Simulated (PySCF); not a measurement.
# C4H7NO: the cost of one run

Programs: PySCF 2.14.0, with routines of our own; each step states its level. All values are computed. Atoms count from 0.

### Step 1. The starting structure

13 atoms, charge 0, multiplicity 1; geometry from: GFN2-xTB.

### Step 2. Magnetic properties: GIAO KT3/pcSseg-1

Job settings and geometry (Å):

```
{"job": {"kind": "mag", "xc": "KT3", "basis": "pcSseg-1", "isotopologues": 2}, "charge": 0, "multiplicity": 1}
N      2.266397     0.077806    -1.095655
C      1.034910     0.224577    -0.923999
C      0.217537    -0.158333     0.266660
C     -0.745183     0.922238     0.792393
O     -1.886150     0.115975     0.502807
C     -1.079793    -0.931035    -0.035209
H      2.764588    -0.359206    -0.319786
H      0.482999     0.687530    -1.738581
H      0.840650    -0.615508     1.037981
H     -0.749267     1.855279     0.221016
H     -0.662405     1.146393     1.858856
H     -1.282129    -1.097433    -1.097718
H     -1.206541    -1.867796     0.513508
```

Level: GIAO KT3/pcSseg-1 magnetisability, rotational g tensor and spin-rotation constants, non-relativistic, gas phase.

Started as:

```console
$ OMP_NUM_THREADS=1 python excited_run.py task.json out
```

The driver reads the jobs from task.json and runs them one after another.

Q: Estimate the wall time and peak memory of this first job on 1 thread of Arm Neoverse N1, shared host.

About 31 s, with a peak of 0.55 GiB.
